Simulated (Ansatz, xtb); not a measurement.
# Relaxing a trial structure of H5SSi2

The starting geometry of this gas-phase doublet has its atoms placed at random.

```yaml
atoms:
  - { symbol: S, position_ang: [0.8966, -0.5295, -0.1941] }
  - { symbol: Si, position_ang: [-1.0730, -1.2080, -1.1831] }
  - { symbol: Si, position_ang: [0.8686, 1.7572, -0.5669] }
  - { symbol: H, position_ang: [-0.1762, -0.2264, -1.5085] }
  - { symbol: H, position_ang: [-0.3670, 1.5205, 0.7288] }
  - { symbol: H, position_ang: [1.1640, 0.8605, 1.0293] }
  - { symbol: H, position_ang: [0.7180, 0.4716, -1.2353] }
  - { symbol: H, position_ang: [-0.3871, 1.4373, -0.7863] }
```

One run relaxed it with r2SCAN-D4/def2-SVP. What is a likely outcome?

It ends as a structure with H5 bridging Si3 and Si2, given below by its coordinates. Distances that change by over a tenth: S1–H4 (1.72 → 2.81 Å), Si2–H4 (1.37 → 1.53 Å), Si2–H5 (3.41 → 1.83 Å), Si3–H8 (1.31 → 1.49 Å). Contacts that open: S1–Si3 (2.32 → 3.39 Å), Si3–H7 (1.46 → 3.49 Å). Contacts that close: Si3–H5 (1.81 → 1.57 Å), Si3–H6 (1.85 → 1.49 Å).

The energy falls by 8.35 eV over 27 steps:

| step | E − E(last) (eV) |
| --- | --- |
| 1 | 8.354 |
| 4 | 3.455 |
| 7 | 0.949 |
| 10 | 0.279 |
| 13 | 0.248 |
| 15 | 0.238 |
| 18 | 0.173 |
| 21 | 0.030 |
| 24 | 0.001 |
| 27 | 0.000 |

Final geometry (Å):

```yaml
atoms:
  - { symbol: S, position_ang: [1.1600, -1.1518, -0.5154] }
  - { symbol: Si, position_ang: [-0.9911, -0.7352, -0.3019] }
  - { symbol: Si, position_ang: [0.1961, 2.0226, 0.1759] }
  - { symbol: H, position_ang: [-1.1726, -0.1197, -1.6883] }
  - { symbol: H, position_ang: [-0.9360, 0.9613, 0.3880] }
  - { symbol: H, position_ang: [1.2494, 1.6965, 1.1813] }
  - { symbol: H, position_ang: [1.4017, -0.6287, -1.7407] }
  - { symbol: H, position_ang: [0.7366, 2.0382, -1.2149] }
```

From the same start GFN2-xTB ends elsewhere, at `[SiH3][SiH]S`.

From so rough a start the end depends on the optimiser's path, so another program may land elsewhere. No frequencies were run, so the end isn't proven a minimum. Open shells are spin-unrestricted. Run with Ansatz 0.2.0, 110 s on 1 thread of Intel(R) Xeon(R) 6975P-C (Granite Rapids), with other jobs on the host.
